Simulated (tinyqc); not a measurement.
Inside a calculation (part 1 of 2). Method: MP2 on RHF in the sto-6g basis, frozen core, for H3O+, spin multiplicity 1. Computed by tinyqc, a small Python program that keeps every step (integrals from PySCF). Settings: charge = 1, multiplicity = 1, basis = sto-6g, method = RHF, frozen orbitals = 1, energy threshold = 1e-10, iteration cap = 68, orthogonalisation = canonical, start = atomic densities, DIIS depth = 6. Command: `OMP_NUM_THREADS=1 python tinyqc.py 30129 30130 out.jsonl` (the two numbers bound the seeds that draw the settings). One thread of a shared host (Intel(R) Xeon(R) Processor @ 2.60GHz), about 0.2 s of CPU time with the checks. The early iterations of the SCF are left out here.

## One-electron integrals

Geometry (angstrom):

| atom | x | y | z |
|---|---|---|---|
| O | 0.000000 | 0.000000 | 0.275000 |
| H | 0.999000 | 0.000000 | 0.000000 |
| H | -0.500000 | 0.865000 | 0.000000 |
| H | -0.500000 | -0.865000 | 0.000000 |

Basis sto-6g: exponents (1/bohr^2) and contraction coefficients of normalised primitives:

| element | l (shell) | exponent | coefficient |
|---|---|---|---|
| O | s (1) | 1355.584234 | 0.009164 |
| O | s (1) | 248.544885 | 0.049361 |
| O | s (1) | 69.533902 | 0.168538 |
| O | s (1) | 23.886772 | 0.370563 |
| O | s (1) | 9.275933 | 0.416492 |
| O | s (1) | 3.820341 | 0.130334 |
| O | s (2) | 52.187762 | -0.013253 |
| O | s (2) | 10.329320 | -0.046992 |
| O | s (2) | 3.210345 | -0.033785 |
| O | s (2) | 1.235135 | 0.250242 |
| O | s (2) | 0.536420 | 0.595117 |
| O | s (2) | 0.245881 | 0.240706 |
| O | p (3) | 52.187762 | 0.003760 |
| O | p (3) | 10.329320 | 0.037679 |
| O | p (3) | 3.210345 | 0.173897 |
| O | p (3) | 1.235135 | 0.418036 |
| O | p (3) | 0.536420 | 0.425860 |
| O | p (3) | 0.245881 | 0.101708 |
| H | s (1) | 35.523221 | 0.009164 |
| H | s (1) | 6.513144 | 0.049361 |
| H | s (1) | 1.822143 | 0.168538 |
| H | s (1) | 0.625955 | 0.370563 |
| H | s (1) | 0.243077 | 0.416492 |
| H | s (1) | 0.100112 | 0.130334 |

Overlap, kinetic and nuclear-attraction integrals over the contracted functions; the nuclear repulsion is the sum of Za Zb / Rab.

nuclear repulsion = 13.17360583 hartree

overlap S:
```
           1O 1s     1O 2s     1O 2px     1O 2py     1O 2pz      2H 1s      3H 1s      4H 1s
1O 1s   1.000000  0.231145   0.000000   0.000000   0.000000   0.046236   0.046224   0.046224
1O 2s   0.231145  1.000000   0.000000   0.000000   0.000000   0.426596   0.426529   0.426529
1O 2px  0.000000  0.000000   1.000000   0.000000   0.000000   0.351130  -0.175703  -0.175703
1O 2py  0.000000  0.000000   0.000000   1.000000   0.000000   0.000000   0.303966  -0.303966
1O 2pz  0.000000  0.000000   0.000000   0.000000   1.000000  -0.096657  -0.096637  -0.096637
2H 1s   0.046236  0.426596   0.351130   0.000000  -0.096657   1.000000   0.182601   0.182601
3H 1s   0.046224  0.426529  -0.175703   0.303966  -0.096637   0.182601   1.000000   0.182787
4H 1s   0.046224  0.426529  -0.175703  -0.303966  -0.096637   0.182601   0.182787   1.000000
```

kinetic energy T (hartree):
```
            1O 1s      1O 2s     1O 2px     1O 2py     1O 2pz      2H 1s      3H 1s      4H 1s
1O 1s   29.327197  -0.896024   0.000000   0.000000   0.000000  -0.004746  -0.004748  -0.004748
1O 2s   -0.896024   0.842618   0.000000   0.000000   0.000000   0.093055   0.093012   0.093012
1O 2px   0.000000   0.000000   2.531309   0.000000   0.000000   0.217341  -0.108733  -0.108733
1O 2py   0.000000   0.000000   0.000000   2.531309   0.000000   0.000000   0.188109  -0.188109
1O 2pz   0.000000   0.000000   0.000000   0.000000   2.531309  -0.059829  -0.059803  -0.059803
2H 1s   -0.004746   0.093055   0.217341   0.000000  -0.059829   0.768522  -0.005640  -0.005640
3H 1s   -0.004748   0.093012  -0.108733   0.188109  -0.059803  -0.005640   0.768522  -0.005613
4H 1s   -0.004748   0.093012  -0.108733  -0.188109  -0.059803  -0.005640  -0.005613   0.768522
```

nuclear attraction V (hartree):
```
             1O 1s       1O 2s      1O 2px      1O 2py      1O 2pz      2H 1s      3H 1s      4H 1s
1O 1s   -62.790340   -6.505401    0.000009    0.000000    0.011157  -1.485244  -1.484872  -1.484872
1O 2s    -6.505401  -10.519697    0.000110    0.000000    0.127200  -3.521101  -3.520488  -3.520488
1O 2px    0.000009    0.000110  -10.560617    0.000000   -0.000015  -2.584143   1.293114   1.293114
1O 2py    0.000000    0.000000    0.000000  -10.560421    0.000000   0.000000  -2.236983   2.236983
1O 2pz    0.011157    0.127200   -0.000015    0.000000  -10.436811   0.745983   0.745812   0.745812
2H 1s    -1.485244   -3.521101   -2.584143    0.000000    0.745983  -5.826883  -1.192850  -1.192850
3H 1s    -1.484872   -3.520488    1.293114   -2.236983    0.745812  -1.192850  -5.826633  -1.193866
4H 1s    -1.484872   -3.520488    1.293114    2.236983    0.745812  -1.192850  -1.193866  -5.826633
```

core Hamiltonian H = T + V (hartree):
```
             1O 1s      1O 2s     1O 2px     1O 2py     1O 2pz      2H 1s      3H 1s      4H 1s
1O 1s   -33.463142  -7.401425   0.000009   0.000000   0.011157  -1.489990  -1.489620  -1.489620
1O 2s    -7.401425  -9.677079   0.000110   0.000000   0.127200  -3.428045  -3.427476  -3.427476
1O 2px    0.000009   0.000110  -8.029308   0.000000  -0.000015  -2.366801   1.184380   1.184380
1O 2py    0.000000   0.000000   0.000000  -8.029112   0.000000   0.000000  -2.048874   2.048874
1O 2pz    0.011157   0.127200  -0.000015   0.000000  -7.905502   0.686154   0.686008   0.686008
2H 1s    -1.489990  -3.428045  -2.366801   0.000000   0.686154  -5.058361  -1.198490  -1.198490
3H 1s    -1.489620  -3.427476   1.184380  -2.048874   0.686008  -1.198490  -5.058110  -1.199479
4H 1s    -1.489620  -3.427476   1.184380   2.048874   0.686008  -1.198490  -1.199479  -5.058110
```

## Two-electron integrals

Functions are numbered as in S; the eight-fold symmetry (ij|kl) = (ji|kl) = (kl|ij) leaves the list below.

Two-electron integrals (ij|kl) in chemists' order, unique and non-zero (hartree):
```
(11|11) 4.787491    (21|11) 0.675884    (21|21) 0.121505    (22|11) 1.117379
(22|21) 0.249212    (22|22) 0.817383    (31|31) 0.025762    (32|31) 0.039145
(32|32) 0.180664    (33|11) 1.117381    (33|21) 0.249212    (33|22) 0.817382
(33|33) 0.880663    (41|41) 0.025762    (42|41) 0.039145    (42|42) 0.180664
(43|43) 0.047461    (44|11) 1.117381    (44|21) 0.249212    (44|22) 0.817382
(44|33) 0.785741    (44|44) 0.880663    (51|51) 0.025762    (52|51) 0.039145
(52|52) 0.180664    (53|53) 0.047461    (54|54) 0.047461    (55|11) 1.117381
(55|21) 0.249212    (55|22) 0.817382    (55|33) 0.785741    (55|44) 0.785741
(55|55) 0.880663    (61|11) 0.144134    (61|21) 0.024837    (61|22) 0.049830
(61|31) 0.001172    (61|32) 0.002290    (61|33) 0.050022    (61|44) 0.049723
(61|51) -0.000323   (61|52) -0.000630   (61|53) -0.000082   (61|55) 0.049746
(61|61) 0.005175    (62|11) 0.351805    (62|21) 0.079569    (62|22) 0.289133
(62|31) 0.006144    (62|32) 0.045433    (62|33) 0.297742    (62|44) 0.284320
(62|51) -0.001691   (62|52) -0.012507   (62|53) -0.003695   (62|55) 0.285337
(62|61) 0.016353    (62|62) 0.127483    (63|11) 0.245560    (63|21) 0.056325
(63|22) 0.218302    (63|31) 0.012626    (63|32) 0.082073    (63|33) 0.237184
(63|44) 0.208483    (63|51) -0.001047   (63|52) -0.008906   (63|53) -0.005323
(63|55) 0.209239    (63|61) 0.012103    (63|62) 0.117029    (63|63) 0.124246
(64|41) 0.008821    (64|42) 0.049719    (64|43) 0.009362    (64|54) -0.002577
(64|64) 0.017983    (65|11) -0.067597   (65|21) -0.015505   (65|22) -0.060093
(65|31) -0.001047   (65|32) -0.008906   (65|33) -0.060137   (65|44) -0.057390
(65|51) 0.009109    (65|52) 0.052171    (65|53) 0.010118    (65|55) -0.062753
(65|61) -0.003332   (65|62) -0.032215   (65|63) -0.029252   (65|65) 0.026035
(66|11) 0.496572    (66|21) 0.114402    (66|22) 0.475591    (66|31) 0.011415
(66|32) 0.115529    (66|33) 0.509463    (66|44) 0.456653    (66|51) -0.003142
(66|52) -0.031802   (66|53) -0.014537   (66|55) 0.460654    (66|61) 0.023753
(66|62) 0.266244    (66|63) 0.279012    (66|65) -0.076805   (66|66) 0.774999
(71|11) 0.144098    (71|21) 0.024830    (71|22) 0.049818    (71|31) -0.000586
(71|32) -0.001146   (71|33) 0.049785    (71|41) 0.001014    (71|42) 0.001982
(71|43) -0.000129   (71|44) 0.049934    (71|51) -0.000322   (71|52) -0.000630
(71|53) 0.000041    (71|54) -0.000071   (71|55) 0.049733    (71|61) 0.005087
(71|62) 0.015739    (71|63) 0.010879    (71|64) 0.000445    (71|65) -0.003207
(71|66) 0.022544    (71|71) 0.005172    (72|11) 0.351737    (72|21) 0.079554
(72|22) 0.289081    (72|31) -0.003074   (72|32) -0.022733   (72|33) 0.287629
(72|41) 0.005318    (72|42) 0.039329    (72|43) -0.005815   (72|44) 0.294328
(72|51) -0.001691   (72|52) -0.012503   (72|53) 0.001849    (72|54) -0.003198
(72|55) 0.285285    (72|61) 0.015740    (72|62) 0.100830    (72|63) 0.070637
(72|64) 0.011057    (72|65) -0.024719   (72|66) 0.169706    (72|71) 0.016346
(72|72) 0.127440    (73|11) -0.122872   (73|21) -0.028184   (73|22) -0.109233
(73|31) 0.009772    (73|32) 0.057811    (73|33) -0.114939   (73|41) -0.001648
(73|42) -0.014016   (73|43) 0.010267    (73|44) -0.108062   (73|51) 0.000524
(73|52) 0.004456    (73|53) -0.003264   (73|54) 0.001190    (73|55) -0.104698
(73|61) -0.005060   (73|62) -0.025780   (73|63) -0.004924   (73|64) -0.002174
(73|65) 0.006161    (73|66) -0.031998   (73|71) -0.006054   (73|72) -0.058550
(73|73) 0.044583    (74|11) 0.212568    (74|21) 0.048758    (74|22) 0.188974
(74|31) -0.001648   (74|32) -0.014016   (74|33) 0.182637    (74|41) 0.011671
(74|42) 0.073957    (74|43) -0.008426   (74|44) 0.203155    (74|51) -0.000907
(74|52) -0.007709   (74|53) 0.001190    (74|54) -0.004634   (74|55) 0.181128
(74|61) 0.009643    (74|62) 0.066692    (74|63) 0.046326    (74|64) 0.020598
(74|65) -0.016048   (74|66) 0.113555    (74|71) 0.010474    (74|72) 0.101291
(74|73) -0.046029   (74|74) 0.097607    (75|11) -0.067579   (75|21) -0.015501
(75|22) -0.060078   (75|31) 0.000524    (75|32) 0.004456    (75|33) -0.058064
(75|41) -0.000907   (75|42) -0.007709   (75|43) 0.001190    (75|44) -0.059434
(75|51) 0.009107    (75|52) 0.052160    (75|53) -0.005063   (75|54) 0.008758
(75|55) -0.062737   (75|61) -0.003207   (75|62) -0.024718   (75|63) -0.016976
(75|64) -0.002697   (75|65) 0.019648    (75|66) -0.045362   (75|71) -0.003330
(75|72) -0.032202   (75|73) 0.014634    (75|74) -0.025316   (75|75) 0.026025
(76|11) 0.113698    (76|21) 0.025942    (76|22) 0.101298    (76|31) 0.000810
(76|32) 0.006963    (76|33) 0.101638    (76|41) 0.001404    (76|42) 0.012069
(76|43) 0.000403    (76|44) 0.102105    (76|51) -0.000893   (76|52) -0.007674
(76|53) -0.000863   (76|54) -0.001497   (76|55) 0.100152    (76|61) 0.005259
(76|62) 0.043281    (76|63) 0.037018    (76|64) 0.004440    (76|65) -0.012308
(76|66) 0.091485    (76|71) 0.005258    (76|72) 0.043275    (76|73) -0.014680
(76|74) 0.034268    (76|75) -0.012306   (76|76) 0.017944    (77|11) 0.496526
(77|21) 0.114392    (77|22) 0.475554    (77|31) -0.005712   (77|32) -0.057810
(77|33) 0.469843    (77|41) 0.009882    (77|42) 0.100012    (77|43) -0.022879
(77|44) 0.496199    (77|51) -0.003142   (77|52) -0.031796   (77|53) 0.007274
(77|54) -0.012584   (77|55) 0.460619    (77|61) 0.022548    (77|62) 0.169724
(77|63) 0.114331    (77|64) 0.029128    (77|65) -0.045368   (77|66) 0.303007
(77|71) 0.023745    (77|72) 0.266191    (77|73) -0.139608   (77|74) 0.241522
(77|75) -0.076785   (77|76) 0.091485    (77|77) 0.774999    (81|11) 0.144098
(81|21) 0.024830    (81|22) 0.049818    (81|31) -0.000586   (81|32) -0.001146
(81|33) 0.049785    (81|41) -0.001014   (81|42) -0.001982   (81|43) 0.000129
(81|44) 0.049934    (81|51) -0.000322   (81|52) -0.000630   (81|53) 0.000041
(81|54) 0.000071    (81|55) 0.049733    (81|61) 0.005087    (81|62) 0.015739
(81|63) 0.010879    (81|64) -0.000445   (81|65) -0.003207   (81|66) 0.022544
(81|71) 0.005086    (81|72) 0.015737    (81|73) -0.005830   (81|74) 0.009195
(81|75) -0.003206   (81|76) 0.005099    (81|77) 0.022543    (81|81) 0.005172
(82|11) 0.351737    (82|21) 0.079554    (82|22) 0.289081    (82|31) -0.003074
(82|32) -0.022733   (82|33) 0.287629    (82|41) -0.005318   (82|42) -0.039329
(82|43) 0.005815    (82|44) 0.294328    (82|51) -0.001691   (82|52) -0.012503
(82|53) 0.001849    (82|54) 0.003198    (82|55) 0.285285    (82|61) 0.015740
(82|62) 0.100830    (82|63) 0.070637    (82|64) -0.011057   (82|65) -0.024719
(82|66) 0.169706    (82|71) 0.015737    (82|72) 0.100828    (82|73) -0.044941
(82|74) 0.055632    (82|75) -0.024718   (82|76) 0.035092    (82|77) 0.169739
(82|81) 0.016346    (82|82) 0.127440    (83|11) -0.122872   (83|21) -0.028184
(83|22) -0.109233   (83|31) 0.009772    (83|32) 0.057811    (83|33) -0.114939
(83|41) 0.001648    (83|42) 0.014016    (83|43) -0.010267   (83|44) -0.108062
(83|51) 0.000524    (83|52) 0.004456    (83|53) -0.003264   (83|54) -0.001190
(83|55) -0.104698   (83|61) -0.005060   (83|62) -0.025780   (83|63) -0.004924
(83|64) 0.002174    (83|65) 0.006161    (83|66) -0.031998   (83|71) -0.005830
(83|72) -0.044941   (83|73) 0.033389    (83|74) -0.024272   (83|75) 0.010835
(83|76) -0.011676   (83|77) -0.082493   (83|81) -0.006054   (83|82) -0.058550
(83|83) 0.044583    (84|11) -0.212568   (84|21) -0.048758   (84|22) -0.188974
(84|31) 0.001648    (84|32) 0.014016    (84|33) -0.182637   (84|41) 0.011671
(84|42) 0.073957    (84|43) -0.008426   (84|44) -0.203155   (84|51) 0.000907
(84|52) 0.007709    (84|53) -0.001190   (84|54) -0.004634   (84|55) -0.181128
(84|61) -0.009643   (84|62) -0.066692   (84|63) -0.046326   (84|64) 0.020598
(84|65) 0.016048    (84|66) -0.113555   (84|71) -0.009195   (84|72) -0.055632
(84|73) 0.024272    (84|74) -0.017632   (84|75) 0.013349    (84|76) -0.020192
(84|77) -0.084437   (84|81) -0.010474   (84|82) -0.101291   (84|83) 0.046029
(84|84) 0.097607    (85|11) -0.067579   (85|21) -0.015501   (85|22) -0.060078
(85|31) 0.000524    (85|32) 0.004456    (85|33) -0.058064   (85|41) 0.000907
(85|42) 0.007709    (85|43) -0.001190   (85|44) -0.059434   (85|51) 0.009107
(85|52) 0.052160    (85|53) -0.005063   (85|54) -0.008758   (85|55) -0.062737
(85|61) -0.003207   (85|62) -0.024718   (85|63) -0.016976   (85|64) 0.002697
(85|65) 0.019648    (85|66) -0.045362   (85|71) -0.003206   (85|72) -0.024718
(85|73) 0.010835    (85|74) -0.013349   (85|75) 0.019648    (85|76) -0.009663
(85|77) -0.045371   (85|81) -0.003330   (85|82) -0.032202   (85|83) 0.014634
(85|84) 0.025316    (85|85) 0.026025    (86|11) 0.113698    (86|21) 0.025942
(86|22) 0.101298    (86|31) 0.000810    (86|32) 0.006963    (86|33) 0.101638
(86|41) -0.001404   (86|42) -0.012069   (86|43) -0.000403   (86|44) 0.102105
(86|51) -0.000893   (86|52) -0.007674   (86|53) -0.000863   (86|54) 0.001497
(86|55) 0.100152    (86|61) 0.005259    (86|62) 0.043281    (86|63) 0.037018
(86|64) -0.004440   (86|65) -0.012308   (86|66) 0.091485    (86|71) 0.005099
(86|72) 0.035092    (86|73) -0.011676   (86|74) 0.020192    (86|75) -0.009663
(86|76) 0.014695    (86|77) 0.060664    (86|81) 0.005258    (86|82) 0.043275
(86|83) -0.014680   (86|84) -0.034268   (86|85) -0.012306   (86|86) 0.017944
(87|11) 0.113785    (87|21) 0.025962    (87|22) 0.101384    (87|31) -0.001624
(87|32) -0.013962   (87|33) 0.102430    (87|44) 0.101488    (87|51) -0.000893
(87|52) -0.007679   (87|53) 0.001731    (87|55) 0.100234    (87|61) 0.005104
(87|62) 0.035124    (87|63) 0.023340    (87|65) -0.009672   (87|66) 0.060709
(87|71) 0.005262    (87|72) 0.043320    (87|73) -0.022397   (87|74) 0.029858
(87|75) -0.012318   (87|76) 0.014709    (87|77) 0.091596    (87|81) 0.005262
(87|82) 0.043320    (87|83) -0.022397   (87|84) -0.029858   (87|85) -0.012318
(87|86) 0.014709    (87|87) 0.017984    (88|11) 0.496526    (88|21) 0.114392
(88|22) 0.475554    (88|31) -0.005712   (88|32) -0.057810   (88|33) 0.469843
(88|41) -0.009882   (88|42) -0.100012   (88|43) 0.022879    (88|44) 0.496199
(88|51) -0.003142   (88|52) -0.031796   (88|53) 0.007274    (88|54) 0.012584
(88|55) 0.460619    (88|61) 0.022548    (88|62) 0.169724    (88|63) 0.114331
(88|64) -0.029128   (88|65) -0.045368   (88|66) 0.303007    (88|71) 0.022543
(88|72) 0.169739    (88|73) -0.082493   (88|74) 0.084437    (88|75) -0.045371
(88|76) 0.060664    (88|77) 0.303119    (88|81) 0.023745    (88|82) 0.266191
(88|83) -0.139608   (88|84) -0.241522   (88|85) -0.076785   (88|86) 0.091485
(88|87) 0.091596    (88|88) 0.774999
```

## Orthogonalisation

S = U s U^T; canonical form X = U s^(-1/2), so that X^T S X = 1. Each column of U has its largest component positive (the first on a tie).

eigenvalues of S: 0.376021  0.468998  0.469125  0.943626  1.042420  1.348087  1.348464  2.003260

X:
```
                1          2          3          4          5          6          7          8
1O 1s   -0.342253  -0.000058   0.000000   0.743685   0.614794   0.000000   0.000140   0.141413
1O 2s    1.253577   0.000145   0.000000  -0.103517   0.175957   0.000000   0.000187   0.427854
1O 2px  -0.000013  -0.919145   0.000000  -0.000096  -0.000084   0.000000   0.669143  -0.000110
1O 2py   0.000000   0.000000   0.918786   0.000000   0.000000   0.669348   0.000000   0.000000
1O 2pz  -0.255297  -0.000017   0.000000  -0.667411   0.719139   0.000000  -0.000029  -0.089557
2H 1s   -0.549715   0.926321   0.000000  -0.129830  -0.105280   0.000000   0.442595   0.309850
3H 1s   -0.549306  -0.463308  -0.802327  -0.129743  -0.105187   0.383253  -0.221294   0.309921
4H 1s   -0.549306  -0.463308   0.802327  -0.129743  -0.105187  -0.383253  -0.221294   0.309921
```

## Starting guess

The start is atomic minimal-basis densities projected into this basis (PySCF's MINAO start) and scaled to the electron count of each spin; this density is not idempotent, so its energy is not variational and may lie below the converged one.

D at the start:
```
            1O 1s      1O 2s     1O 2px     1O 2py     1O 2pz      2H 1s      3H 1s      4H 1s
1O 1s    1.939943  -0.430591  -0.000006   0.000000  -0.008059  -0.010595  -0.010592  -0.010592
1O 2s   -0.430591   1.876636   0.000034   0.000000   0.046615   0.031370   0.031355   0.031355
1O 2px  -0.000006   0.000034   1.048899   0.000000  -0.000011   0.126398  -0.063226  -0.063226
1O 2py   0.000000   0.000000   0.000000   1.049055   0.000000   0.000000   0.109446  -0.109446
1O 2pz  -0.008059   0.046615  -0.000011   0.000000   1.170000  -0.021214  -0.021206  -0.021206
2H 1s   -0.010595   0.031370   0.126398   0.000000  -0.021214   0.901878   0.048355   0.048355
3H 1s   -0.010592   0.031355  -0.063226   0.109446  -0.021206   0.048355   0.901867   0.048423
4H 1s   -0.010592   0.031355  -0.063226  -0.109446  -0.021206   0.048355   0.048423   0.901867
```
